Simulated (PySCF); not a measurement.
# Orbital energies, ionisation energy and electron affinity

Hydrogen boron sulfide, BHS.
Bonds: B1–S2 (double). Hydrogens: H3 on B1.

Level: CAM-B3LYP/def2-SVPD (PySCF). Frontier orbitals with their largest atomic shares (Löwdin; up to four atoms above 4 %):

| orbital | ε (eV) | main atoms |
| --- | --- | --- |
| HOMO−3 | -15.04 | B1 43 %, H3 40 %, S2 18 % |
| HOMO−2 | -12.21 | S2 67 %, B1 26 %, H3 7 % |
| HOMO−1 | -9.85 | ? |
| HOMO | -9.85 | ? |
| LUMO | -0.15 | B1 53 %, S2 36 %, H3 12 % |
| LUMO+1 | -0.15 | B1 53 %, S2 36 %, H3 12 % |
| LUMO+2 | 1.09 | B1 76 %, S2 18 %, H3 6 % |

**Question.** What vertical ionisation energy does ΔSCF give, and how far is −ε(HOMO) from it?

**Answer.** ΔSCF: 11.18 eV (1078 kJ/mol; threshold wavelength 111 nm); ⟨S²⟩ of the doublet left behind is 0.753, against 0.75 for a pure doublet. −ε(HOMO) is 9.85 eV, 1.33 eV below it. For the exact functional −ε(HOMO) would equal the first vertical ionisation energy; CAM-B3LYP (range-separated hybrid) falls short of its own ΔSCF value by 12 %.

**Question.** On which atoms does the HOMO lie?

**Answer.** HOMO: S2 69 %, B1 29 %; HOMO−1: S2 69 %, B1 29 %. These 2 orbitals lie within 0.02 eV of one another; within a degenerate set any mixture serves as well, and the shares of a single orbital can change with the mixture. The HOMO−2 lies 2.36 eV lower.

**Question.** And the vertical electron affinity, the fundamental gap, Mulliken's electronegativity and the hardness (with the factor ½)?

**Answer.** EA = -0.79 eV by ΔSCF (−ε(LUMO) = 0.15 eV); a negative value means that the added electron isn't bound at this geometry and level, and the number then depends on the basis. IE − EA = 11.97 eV against an orbital gap of 9.70 eV; (IE + EA)/2 = 5.20 eV; (IE − EA)/2 = 5.98 eV. Parr's electrophilicity index (IE + EA)²/[8(IE − EA)] is 1.13 eV.

**Question.** What kinetic energy would electrons from this vertical process carry with Lyman-α light (10.199 eV)?

**Answer.** The photon is 0.98 eV short of the vertical value.

**Question.** With α = 34.3 au, estimate the like-pair dispersion coefficient by London's formula C6 = (3/4)α²I.

**Answer.** I = 0.4107 Eh, so C6 ≈ 363 au, a rough estimate.

Geometry: PBE0-D3(BJ)/def2-SVP; no solvent, vibrations or thermal averaging.
